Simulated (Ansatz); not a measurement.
Input file for Ansatz (a quantum-chemistry and plane-wave program): R-B3LYP/def2-TZVPPD on HNC (SMILES [C-]#[NH+]). Files ending in .json are basis or fitting sets from the Basis Set Exchange.

Ansatz 0.2 input:
```yaml
crystal:
  periodic: [false, false, false]
  atoms:
    - {symbol: C, position_ang: [0.00000000, 0.00000000, -0.73724800]}
    - {symbol: N, position_ang: [0.00000000, 0.00000000, 0.43208900]}
    - {symbol: H, position_ang: [0.00000000, 0.00000000, 1.42696000]}
basis:
  gaussian:
    orbitals: def2-TZVPPD.json
hamiltonian:
  xc: {name: B3LYP}
scf: {lower_state_search: off}
```

It printed:

```
WARN ansatz: RAYON_NUM_THREADS=2 ignored (pool sized by the plan → 2); use --threads N
Functional definition: B3LYP
these checks for a lower state are left out or cut short: stability, starts, cluster_reference, orbital_swaps, neighbouring_geometries, increment
integrals: 0.01 GiB planned
412 factors; their error is unknown
mean field: 0.18 GiB planned
mean field evaluation 1: about -2538.9604 eV, gradient 4.5e1 eV
mean field evaluation 2: about -2535.2936 eV, gradient 6.0e1 eV
mean field evaluation 4: about -2542.6915 eV, gradient 1.9e0 eV
mean field evaluation 8: about -2542.7055 eV, gradient 2.3e-2 eV
mean field -2542.70551135 eV, -93.4427040346 hartree, gradient 8.3e-6 eV, S^2 0.000000; 0 other end points of the search recorded, 0 dependent functions left out
reference -2542.70569426 eV, -93.4427107561 hartree; 7, 7 occupied and 84, 84 virtual orbitals, 412 factors
Total energy: -2542.70569426 eV, -93.4427107561 hartree
Checks for a lower state left out: stability, starts, cluster_reference, orbital_swaps, neighbouring_geometries, increment
```

The calculation finished and met its thresholds.

Cost: around 0.5 core-seconds (rough).
